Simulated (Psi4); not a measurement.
# TPSS0-D3(0)/heavy-aug-cc-pVTZ (density fitting) run of [P2H3]− (SMILES [PH-]P)

Aim: a single-point energy of [P2H3]−. 

Program for the calculation: Psi4 1.11.

3 further runs of the same task are left out: 1 that didn't finish, 2 set aside as unsound or not needed.

### 1 Starting point

[P2H3]−: 5 atoms, total charge -1, spin state singlet. SMILES: `[PH-]P`. The shape is that of a GFN2-xTB optimisation. This is one conformer, not always the lowest.

Bond lengths: P1–P2 2.086 Å, P1–H3 1.369 Å, P2–H4 1.401 Å, P2–H5 1.400 Å. Angles: P1–P2–H4 101.9°, P1–P2–H5 101.8°, P2–P1–H3 90.4°, H4–P2–H5 88.6°.

### 2 A single-point energy at TPSS0-D3(0)/heavy-aug-cc-pVTZ (density fitting)

input.dat reads:

```
memory 1600 mb

molecule geom {
  -1 1
  P
  P 1 2.086351
  H 1 1.369419 2 90.4019
  H 2 1.401156 1 101.92926 3 -133.9861
  H 2 1.400332 4 88.63455 1 101.79146
  symmetry c1
}

set reference rks
set scf_type disk_df
set s_orthogonalization canonical

energy("tpss0-d3zero2b/heavy-aug-cc-pVTZ")
```

The run is started by

```console
psi4 -i input.dat -o output.dat -n 1
```

Q: Predict the results. Wanted: total energy; HOMO energy; LUMO energy; HOMO–LUMO gap; dispersion energy.

Computed results:

Level: TPSS0-D3(0)/heavy-aug-cc-pVTZ (density fitting).

| quantity | value |
| --- | --- |
| total energy | -684.58670 Eh |
| HOMO energy | 0.65 eV |
| LUMO energy | 3.31 eV |
| HOMO–LUMO gap (to an unbound level, set by the basis) | 2.66 eV |
| dispersion energy | -1.25 kJ/mol |

**Reading.** The HOMO lies at positive energy, 0.65 eV; only total energies tell whether the electron is bound.
